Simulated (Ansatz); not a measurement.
Which is lower?

Two relaxed structures of CH3AlN, doublet (PBE0-D4/def2-TZVP; forces vanish, vibrations not checked).

A:

```xyz
6
angstrom
N -0.6055 -1.7554 0.2909
C -0.2252 -0.6267 0.1092
Al 0.2072 1.2183 -0.0621
H -0.1419 -2.5931 -0.0642
H -0.3953 1.9513 -1.3216
H 1.1607 1.8057 1.0479
```

B:

```tsv
atom	x (Å)	y (Å)	z (Å)
N1	-0.7098	-0.4596	0.4430
C2	0.3803	-0.6607	-0.0643
Al3	-0.0789	1.3518	0.1422
H4	0.9676	-1.5445	-0.3348
H5	-0.6358	2.0673	-1.1487
H6	0.5493	2.0768	1.3944
```

Ansatz 0.2.0; basis: def2-TZVPP; cores frozen in the correlated methods; orbitals are unrestricted. B3LYP uses VWN-RPA correlation.

Which structure is lower at CCSD(T), and by how much? (Judge from chemistry; the value comes from the calculation.)

By the calculation: B, by 0.387 eV (electronic energy, against the other). By their contacts, A is CH₃AlN ([NH][C][AlH2]) and B is CH₃AlN ([CH]1[N][AlH2]1).

All methods give the same order:

| method | E(B) − E(A) (eV) |
| --- | --- |
| PBE-D4 | -0.215 |
| r2SCAN-D4 | -0.283 |
| PBE0-D4 | -0.284 |
| B3LYP-D4 | -0.238 |
| wB97M-V | -0.331 |
| HF | -0.323 |
| MP2 | -0.433 |
| CCSD | -0.383 |
| CCSD(T) | -0.387 |

The T1 diagnostic stays at or below 0.025. ⟨S²⟩ of the unrestricted Hartree–Fock references: 0.77 (a pure state has 0.75).

Labels in which every atom is bracketed show which atoms are joined, not bond orders.

For scale, one of the runs: CCSD(T)/def2-TZVPP, 146 basis functions, launched by `ansatz run in.yaml --threads 2 --pin off --events-out ev --progress --plain --max-ram 4352MiB`. The run took 42 s on 2 CPU threads of an Arm Neoverse V2 (shared host), with 1.9 GiB of host memory at its peak.
